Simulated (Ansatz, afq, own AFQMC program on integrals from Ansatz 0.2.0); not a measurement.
## Where AFQMC and coupled cluster stand for CH5Al, singlet

```xyz
7

Al    0.0000    0.0004    0.7270
C     0.0000   -0.0071   -1.4300
H     0.0000    1.3843    1.5113
H     0.0000   -1.3524    1.5632
H     0.0000   -1.0110   -1.8596
H    -0.8749    0.5263   -1.8179
H     0.8749    0.5263   -1.8179
```

Basis 6-31G. Noble-gas cores (and the filled d shells of Ga–Kr and In–Xe) are frozen. Integrals, coupled cluster, full CI and functionals: Ansatz 0.2.0; the random walks run on the same integrals in our own AFQMC program. ph-AFQMC/CISD is guided by a CISD state made of CCSD amplitudes; releasing the constraint for a short imaginary time cuts its bias at the price of noise, slowly where states lie close. Error bars are statistical, one sigma.

Determinant: RHF, the one that the program's search chose, which needn't be the lowest solution. The geometry is a point of a scan.

No full CI on the walks' own integrals is used here; CCSDT(Q) serves as the reference and is uncertain by about the last step of the cluster series.

```
T1 diagnostic                               : 0.0095
weight of the determinant in the CISD state : 0.911
size of the correlated space                : 12 electrons in 26 orbitals
```

```tsv
level	correlation energy (eV)
MP2	-3.6118
CCSD	-4.3969
CCSD(T)	-4.4803
```

Q: Estimate where phaseless AFQMC with a CISD trial lies against CCSD(T) on the same integrals.

A: 0.16 ± 0.28 mEh below CCSD(T). The gap is under twice the noise, so this walk alone can't tell the two apart.

Reference: CCSDT(Q), correlation energy -4.500 eV. The released energy is read at 2.40 1/Eh (meV from the phaseless value at times in 1/Eh: -9 ± 6 at 0.24, -11 ± 5 at 0.51, -16 ± 6 at 0.99, -17 ± 6 at 1.62, -20 ± 7 at 2.40).

```
         level  E − E(reference) (mEh)  share of correlation (%)
       CCSD(T)                    0.71                     99.57
         CCSDT                    0.17                     99.90
 ph-AFQMC/CISD             0.55 ± 0.28                     99.67
released AFQMC            -0.18 ± 0.25                    100.11
```

A walk keeps the symmetry of its determinant, which the program's search chose and which needn't be the lowest solution, so a lower state of the same spin and another symmetry isn't excluded. Released energies are given only where the last usable release times agree within the noise; a slower fall can still hide under it.
